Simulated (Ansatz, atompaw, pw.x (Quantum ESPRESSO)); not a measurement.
Which W potential is closest to all-electron in the bcc crystal?

All use LDA (PW92), scalar-relativistic, no spin, cutoffs from each file’s atomic test, pw.x 7.5; 15³ k-points, Fermi–Dirac smearing 0.01 Ry. Δ is the rms difference from all-electron LAPW of the E(V) curves that follow from fits to the pressures, over ±6 % in volume. Mesh and smearing are coarse and serve the comparison alone. The files are a selection: those with a ghost or negative overlap were mostly not run, and those with noisy or unconverged pressures or nearly equal Δ are left out.

All-electron: a0 = 3.136 Å (V0 = 15.41 Å³/atom), B0 = 332.7 GPa.

(1) Rank them by Δ, smallest first.
A. PAW, atompaw 4.2.0.5, LDA (PW92); core [Kr] 4d10 4f14 5s2, reference 5p6 5d4.5 6s1.5 6p0; waves: 6s (bound): rc 2.95 bohr; 6s channel at 4.45 Ry: rc 2.95 bohr; 5p (bound): rc 2.20 bohr; 6p (bound, empty): rc 2.30 bohr; 5d (bound): rc 2.95 bohr; 5d channel at 0.1 Ry: rc 1.85 bohr; local part: bessel scheme, radius 2.45 bohr; core correction: smooth core density matched at 2.25 bohr; augmentation: besselshape compensation charge, radius 2.55 bohr; PAW radius 2.95 bohr; waves and projectors: custom polynom vanderbiltortho.
B. PAW, atompaw 4.2.0.5, LDA (PW92); core [Kr] 4d10 4f14, reference 5s2 5p6 5d5 6s1 6p0; waves: 5s (bound): rc 1.30 bohr; 6s (bound): rc 2.50 bohr; 5p (bound): rc 1.75 bohr; 6p (bound, empty): rc 1.80 bohr; 5d (bound): rc 2.50 bohr; 5d channel at 1.7 Ry: rc 2.50 bohr; local part: bessel scheme, radius 2.30 bohr; core correction: smooth core density matched at 1.40 bohr; augmentation: sinc compensation charge, radius 2.35 bohr; PAW radius 2.50 bohr; waves and projectors: custom rrkj vanderbiltortho.
C. PAW, atompaw 4.2.0.5, LDA (PW92); core [Kr] 4d10 4f14, reference 5s2 5p6 5d4 6s2 6p0; waves: 5s (bound): rc 1.70 bohr; 6s (bound): rc 3.00 bohr; 5p (bound): rc 1.80 bohr; 6p (bound, empty): rc 1.90 bohr; 5d (bound): rc 3.00 bohr; 5d channel at 0.3 Ry: rc 3.00 bohr; local part: bessel scheme, radius 2.75 bohr; core correction: smooth core density matched at 2.50 bohr; augmentation: sinc compensation charge, radius 2.75 bohr; PAW radius 3.00 bohr; waves and projectors: custom rrkj gramschmidtortho.

## Answers

(1) B (5.9 meV/atom), A (21.0 meV/atom), C (29.1 meV/atom).
